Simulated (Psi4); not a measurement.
# Two attempts at SiH2SCl (SMILES S[SiH]Cl)

Wanted: the charge distribution of SiH2SCl, UPKZB-D3(0)/DZ (Cholesky decomposition, Cartesian functions).

The calculation is run with Psi4 1.11.

4 further runs of the same task are left out: 1 that didn't finish, 3 set aside as unsound or not needed.

### Step 1. Starting point

The species is SiH2SCl (5 atoms), meant as a doublet with charge 0. SMILES: `S[SiH]Cl`. Geometry: relaxed at PBE0-D4/def2-TZVP. This is one conformer, not always the lowest.

Bond lengths: S1–Si2 2.132 Å, Si2–Cl3 2.053 Å, S1–H4 1.346 Å, Si2–H5 1.494 Å. Angles: S1–Si2–Cl3 106.0°, S1–Si2–H5 111.3°, Cl3–Si2–H5 107.7°, Si2–S1–H4 92.6°.

### Step 2. The input as first written

The input, clh2ssi.xyz:

```xyz
5
ClH2SSi
S     -1.489500     0.144700    -0.110400
Si     0.633500     0.085900    -0.296400
Cl     1.324100     1.826800     0.545500
H     -1.633000    -1.077000    -0.655900
H      1.214800    -1.053900     0.475800
```

The input, job.py:

```python
import psi4

psi4.set_memory('1600 MB')
psi4.set_num_threads(1)
psi4.core.set_output_file('run.log', False)

with open('clh2ssi.xyz') as f:
    atoms = ''.join(f.readlines()[2:])
geom = psi4.geometry('0 2\n' + atoms + '')

psi4.set_options({
    'basis': 'DZ',
    'reference': 'uks',
    'scf_type': 'cd',
    'maxiter': 2,
})

result, w = psi4.energy("PKZB-D3ZERO2B", return_wfn=True)
psi4.oeprop(w, "ESP_AT_NUCLEI", "MULTIPOLE(3)", "WIBERG_LOWDIN_INDICES", "MULLIKEN_CHARGES", "DIPOLE", title="PKZB-D3ZERO2B")
print('E =', round(result, 9))
```

Run with:

```console
$ python job.py
```

run.log:

```text
=> Loading Basis Set <=

    Name: DZ
    Role: ORBITAL
    Keyword: BASIS

   => PKZB-D3: Empirical Dispersion <=

        s6 =       1.000000
        s8 =       0.000000
       sr6 =       0.632700
    alpha6 =      14.000000
       sr8 =       1.000000

         ---------------------------------------------------------
                                   SCF
                              UKS Reference
                        1 Threads,   1525 MiB Core
         ---------------------------------------------------------

  ==> Geometry <==

    Molecular point group: c1
    Full point group: C1

    Geometry (in Angstrom), charge = 0, multiplicity = 2:

       Center              X                  Y                   Z               Mass
    ------------   -----------------  -----------------  -----------------  -----------------
         S           -1.654373529565    -0.564684290090    -0.183356430274    31.972071174400
         SI           0.468626470435    -0.623484290090    -0.369356430274    27.976926534650
         CL           1.159226470435     1.117415709910     0.472543569726    34.968852682000
         H           -1.797873529565    -1.786384290090    -0.728856430274     1.007825032230
         H            1.049926470435    -1.763284290090     0.402843569726     1.007825032230

  Running in c1 symmetry.

  Rotational constants: A =      0.46648  B =      0.08656  C =      0.07391 [cm^-1]
  Rotational constants: A =  13984.64416  B =   2594.94101  C =   2215.69960 [MHz]
  Nuclear repulsion =  182.303621320240268

  Charge       = 0
  Multiplicity = 2
  Electrons    = 49
  Nalpha       = 25
  Nbeta        = 24

  ==> Algorithm <==

  SCF Algorithm Type is CD.
  DIIS enabled.
  MOM disabled.
  Fractional occupation disabled.
  Guess Type is SAD.
  Energy threshold   = 1.00e-06
  Density threshold  = 1.00e-06
  Integral threshold = 1.00e-12

  ==> Primary Basis <==

  Basis Set: DZ
    Blend: DZ
    Number of shells: 34
    Number of basis functions: 58
    Number of Cartesian functions: 58
    Spherical Harmonics?: false
    Max angular momentum: 1

  ==> DFT Potential <==

   => LibXC <=

    Version 7.1.2

   => Composite Functional: PKZB-D3ZERO2B <=

    PKZB Meta-GGA XC Functional

    Deriv               =              1
    GGA                 =           TRUE
    Meta                =           TRUE

    Exchange Hybrid     =          FALSE
    MP2 Hybrid          =          FALSE

   => Exchange Functionals <=

    1.0000   XC_MGGA_X_PKZB

   => Correlation Functionals <=

    1.0000   XC_MGGA_C_PKZB

   => LibXC Density Thresholds  <==

    XC_MGGA_C_PKZB:  1.00E-13
    XC_MGGA_X_PKZB:  1.00E-15

   => Molecular Quadrature <=

    Radial Scheme          =       TREUTLER
    Pruning Scheme         =           NONE
    Nuclear Scheme         =       TREUTLER

    Blocking Scheme        =         OCTREE
    BS radius alpha        =              1
    Pruning alpha          =              1
    Radial Points          =             75
    Spherical Points       =            302
    Total Points           =         106328
    Total Blocks           =            842
    Max Points             =            256
    Max Functions          =             50
    Weights Tolerance      =       1.00E-15

  ==> Integral Setup <==

  ==> CDJK: Cholesky-decomposed J/K Matrices <==

    J tasked:                     Yes
    K tasked:                      No
    wK tasked:                     No
    Integrals threads:              1
    Memory [MiB]:                 869
    Algorithm:                   Core
    Integral Cache:              NONE
    Schwarz Cutoff:             1E-12
    Cholesky tolerance:      1.00E-04
    No. Cholesky vectors:         231

  Cached 100.0% of DFT collocation blocks in 0.268 [GiB].

  Minimum eigenvalue in the overlap matrix is 1.5833457872E-02.
  Reciprocal condition number of the overlap matrix is 4.1741374474E-03.
    Using symmetric orthogonalization.

  ==> Pre-Iterations <==

  SCF Guess: Superposition of Atomic Densities via on-the-fly atomic UHF (no occupation information).

   -------------------------
    Irrep   Nso     Nmo
   -------------------------
     A         58      58
   -------------------------
    Total      58      58
   -------------------------

  ==> Iterations <==

                        Total Energy        Delta E     RMS |[F,P]|

   @UKS iter SAD: -1147.59399756166181   -1.14759e+03   0.00000e+00
   @UKS iter   1: -1147.60534811650609   -1.13506e-02   7.43870e-03 ADIIS/DIIS
   @UKS iter   2: -1147.55388768940588    5.14604e-02   7.69974e-03 ADIIS/DIIS

PsiException: Could not converge SCF iterations in 2 iterations.

  Failed to converge.
```

The script printed:

```text
Traceback (most recent call last):
  File "job.py", line 18, in <module>
    result, w = psi4.energy("PKZB-D3ZERO2B", return_wfn=True)
psi4.driver.p4util.exceptions.SCFConvergenceError: Could not converge SCF iterations in 2 iterations.
```

Run time: 4.5 s. Hardware: 1 thread of Intel Xeon 6975P-C (Granite Rapids), shared host; peak memory 0.49 GiB.

### Step 3. Diagnosis

The iterations ended before the threshold was met.

The telling line is `psi4.driver.p4util.exceptions.SCFConvergenceError: Could not converge SCF iterations in 2 iterations.`. What is wrong: the iteration cap is too low for convergence. To mend it: iteration cap at its default in place of 2.

### Step 4. Second attempt

clh2ssi.xyz is that of step 2.

The input, calc.py:

```python
import psi4

psi4.set_memory('1600 MB')
psi4.set_num_threads(1)
psi4.set_output_file('run.log', False)

with open('clh2ssi.xyz') as f:
    atoms = ''.join(f.readlines()[2:])
molecule = psi4.geometry('0 2\n' + atoms + '')

psi4.set_options({
    'basis': 'DZ',
    'reference': 'uks',
    'scf_type': 'cd',
})

energy_value, wavefunction = psi4.energy("pkzb-d3", return_wfn=True)
psi4.oeprop(wavefunction, "ESP_AT_NUCLEI", "MULTIPOLE(3)", "WIBERG_LOWDIN_INDICES", "MULLIKEN_CHARGES", "DIPOLE", title="PKZB-D3")
print(f'pkzb-d3 energy: {energy_value:.10f} Eh')
```

Run with:

```console
$ python calc.py
```

run.log:

```text
[...]
  Running in c1 symmetry.
[...]
  Nuclear repulsion =  182.303621320240268
[...]
  Multiplicity = 2
[...]
  Nalpha       = 25
  Nbeta        = 24
[...]
    Number of basis functions: 58
[...]
   @UKS iter   1: -1147.60534811650609   -1.13506e-02   7.43870e-03 DIIS/ADIIS
[...]
   @UKS iter   9: -1147.66389265079124   -1.41176e-08   4.38063e-07 DIIS
[...]
   @S^2 Observed:                7.510472617E-01
[...]
    Orbital Energies [Eh]
    ---------------------
    Alpha Occupied:
       1A   -100.675834     2A    -88.076989     3A    -65.483052
       4A     -9.211562     5A     -7.734892     6A     -7.003492
       7A     -6.993981     8A     -6.992910     9A     -5.725961
      10A     -5.722129    11A     -5.714130    12A     -5.158451
      13A     -3.542051    14A     -3.539711    15A     -3.536944
      16A     -0.788977    17A     -0.721550    18A     -0.496557
      19A     -0.411169    20A     -0.366981    21A     -0.338068
      22A     -0.315647    23A     -0.287786    24A     -0.263751
      25A     -0.189706
    Alpha Virtual:
[...]
  @UKS Final Energy: -1147.66389265079124
   => Energetics <=
    Nuclear Repulsion Energy =            182.3036213202402678
    One-Electron Energy =               -1949.5484793436569362
    Two-Electron Energy =                 693.8298122021426479
    DFT Exchange-Correlation Energy =     -74.2319345382056071
    Empirical Dispersion Energy =          -0.0169122913113728
    VV10 Nonlocal Energy =                  0.0000000000000000
    Total Energy =                      -1147.6638926507912402
[...]
 Multipole Moments:
 ------------------------------------------------------------------------------------
     Multipole            Electronic (a.u.)      Nuclear  (a.u.)        Total (a.u.)
 ------------------------------------------------------------------------------------
 L = 1.  Multiply by 2.5417464519 to convert [e a0] to [Debye]
 Dipole X            :          1.7825598           -1.7958123           -0.0132525
 Dipole Y            :          3.3234588           -4.3791194           -1.0556607
 Dipole Z            :          0.3859050           -0.7511002           -0.3651952
 Magnitude           :                                                    1.1171225
[...]
  Mulliken Charges: (a.u.)
   Center  Symbol    Alpha    Beta     Spin     Total
       1     S     8.21477  8.06625  0.14852 -0.28103
       2    SI     7.11009  6.38590  0.72418  0.50401
       3    CL     8.68093  8.61683  0.06410 -0.29776
       4     H     0.43700  0.44212 -0.00512  0.12087
       5     H     0.55721  0.48889  0.06831 -0.04610
   Total alpha = 25.00000, Total beta = 24.00000, Total charge =  0.00000
  Wiberg Bond Indices using Orthogonal Lowdin Orbitals:
  Total Bond Index:
[...]
```

Standard output:

```text
pkzb-d3 energy: -1147.6638926508 Eh
```

Wall time 7.5 s (1 thread of Intel Xeon 6975P-C (Granite Rapids), shared host); peak memory 0.49 GiB.

Atomic charges (e):

```tsv
atom	Mulliken
S1	-0.281
Si2	+0.504
Cl3	-0.298
H4	+0.121
H5	-0.046
```

### Step 5. What came out

Level: UPKZB-D3(0)/DZ (Cholesky decomposition, Cartesian functions).

| quantity | value |
| --- | --- |
| total energy | -1147.66389 Eh |
| dipole moment | 2.84 D |
| HOMO energy (highest over α and β) | -5.16 eV |
| LUMO energy (lowest over α and β) | -3.94 eV |
| dispersion energy | -44.40 kJ/mol |
| ⟨S²⟩ | 0.751 |

What this shows: Mulliken charges run from -0.30 on Cl3 to +0.50 on Si2; they depend strongly on the basis.
